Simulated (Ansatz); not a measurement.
Reaction (substitution at a C–C bond): `CCCCCCC` + HCl → `CCCCl` + `CCCC`

Computed with Ansatz on PBE0-D4/def2-TZVP structures; ΔE is electronic, products minus reactants. CCSD(T)/CBS is the MP2 limit (def2-TZVPP, def2-QZVPP) plus CCSD(T) − MP2 in def2-TZVPP, frozen cores. This one scheme is used for every species. DFT in def2-TZVPP. One conformer a species, not always the lowest.

```tsv
level	ΔE (eV)
BLYP-D4	0.05
BHLYP	0.06
CCSD/def2-SVP	0.25
HF/CBS(def2)	0.05
```

(1) What does CCSD(T)/CBS give? (Estimate.)

Largest T1 diagnostic among the species: 0.008.

## Answers

(1) The calculation gave: +0.16 eV. The listed levels differ from it by -0.11, -0.10, 0.09, -0.11 eV.

The D4 term adds +0.06 eV with B3LYP and +0.04 eV with PBE0; it sums over pairs of atoms, weighted by their polarisabilities, and B3LYP, whose exchange is more repulsive, gets the larger term. From BLYP to BHLYP (50 % exact exchange), in def2-TZVPP and without D4, ΔE moves by +0.08 eV.

B3LYP here is the variant with VWN-RPA as its local correlation; programs differ in this.
